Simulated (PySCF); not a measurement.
Isotope clusters of molecular radical cations, worked from isotope masses and abundances (centroid m/z, relative intensity):

1. 110.1090 (100.0), 111.1124 (8.8), 112.1158 (0.3)
2. 120.0570 (100.0), 121.0604 (8.8), 122.0628 (0.5)
3. 61.0342 (100.0), 62.0344 (6.6), 63.0312 (3.4)

Lines and terms under 0.3 % are left out. Candidates, as SMILES:
A. `CN[SiH3]`
B. `CC(=O)c1ccccc1`
C. `C1CCC2(C1)CCC2`

**Question.** Match clusters and compounds, and give each formula.

**Answer.** 
1 = C, C8H14, monoisotopic mass of the neutral 110.1096 u; relative to that species, one 13C gives 8.7 % at +1.
2 = B, C8H8O, monoisotopic mass of the neutral 120.0575 u; relative to that species, one 13C gives 8.7 % at +1.
3 = A, CH7NSi, monoisotopic mass of the neutral 61.0348 u; relative to that species, one 29Si gives 5.1 % at +1, one 13C gives 1.1 % at +1, one 15N gives 0.4 % at +1 and one 30Si gives 3.3 % at +2.

**Question.** What is the mean mass of the whole cluster 2, and how does it compare with the molar mass?

**Answer.** 120.148 u over all lines, faint ones too (the ion lacks one electron, 0.0005 u); standard atomic weights give 120.151 g/mol for C8H8O.

**Question.** Give the exact less the nominal mass of each, in mDa.

**Answer.** CH7NSi +34.8, C8H8O +57.5, C8H14 +109.6 (neutral, monoisotopic).

Abundances used (%; other tables differ somewhat): 12C 98.93, 13C 1.07; 1H 99.9885, 2H 0.0115; 16O 99.757, 17O 0.038, 18O 0.205; 14N 99.632, 15N 0.368; 28Si 92.2297, 29Si 4.6832, 30Si 3.0872.

Masses and patterns are calculated from tabulated isotope masses and abundances.
